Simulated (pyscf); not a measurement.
Single points on ωB97X-D3(BJ)/def2-SVP structures (PySCF, gas phase).

Q: H₂P–InH₂ → H₂P–In [singlet] + hydrogen (H₂)
Surface: singlet. Broken: H–In, H–In. Formed: H–H. Give ΔE‡ and ΔE from ωB97M-D3(BJ)/def2-TZVP, relative to the reactant's lowest minimum found.

A: ΔE‡ = 56.1 kcal/mol, ΔE = -0.1 kcal/mol. Zero-point energy shifts the barrier by -1.7 kcal/mol. It is a 1,1-elimination, with an imaginary mode of 1350i cm⁻¹. One saddle was located; it need not be the lowest between these sides. Elements past Kr carry the def2 core potentials, without spin-orbit coupling.
